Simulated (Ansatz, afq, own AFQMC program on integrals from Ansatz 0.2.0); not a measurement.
## BN⁺, doublet: AFQMC among the cluster methods

```xyz
2

B     0.0000    0.0000    0.0000
N     0.0000    0.0000    1.2750
```

Basis 6-31G. Only valence electrons are correlated. Ansatz 0.2.0 and our own AFQMC program on the same integrals; the CISD trial comes from CCSD amplitudes, and released means the phaseless constraint is let go. Error bars are statistical, one sigma.

Determinant: UHF, the one that the program's search chose, which needn't be the lowest solution. The geometry is a point of a scan.

Full CI on the same integrals is exact in this basis and with this determinant's frozen core.

Cautions: strong correlation (T1 0.109, weight of the determinant 0.73, largest double 0.20); unrestricted determinant spin contaminated (⟨S²⟩ 1.88 against 0.75); CCSD(T) is in doubt: in a space of 7 electrons in 8 natural orbitals full CI lies 134 meV below it; the released energies are still falling, so no released level is given (meV from the phaseless value at times in 1/Eh: -17 ± 5 at 0.24, -25 ± 3 at 0.51, -43 ± 4 at 0.99, -49 ± 4 at 1.62, -56 ± 6 at 2.40), though the last usable value meets full CI within the noise; the ph-AFQMC/CISD walk drifts between its halves (2.8 errors); the next higher spin lies close (full CI puts it 90 meV above).

The T1 diagnostic is 0.1090, the weight of the determinant in the CISD state is 0.730 and the ⟨S²⟩ of the determinant is 1.884. The size of the correlated space is 7 electrons in 16 orbitals.

Reference: full CI, correlation energy -3.146 eV. The cautions show a poor starting determinant, so the rows tell how each method copes with it here, and full CI is the sure value.

| level | E − E(reference) (mEh) | share of correlation (%) |
| --- | --- | --- |
| HF | 115.60 | 0.00 |
| MP2 | 43.64 | 62.25 |
| CCSD | 10.63 | 90.80 |
| CCSD(T) | 6.40 | 94.46 |
| CCSDT | 1.76 | 98.48 |
| CCSDT(Q) | -0.38 | 100.33 |
| CCSDTQ | 0.10 | 99.92 |
| ph-AFQMC/CISD | 1.86 ± 0.15 | 98.39 |

CCSDT and higher add their correlation energy to the determinant of the CCSD(T) run, since their own runs factorise the integrals more tightly (a shift of under 2 meV).
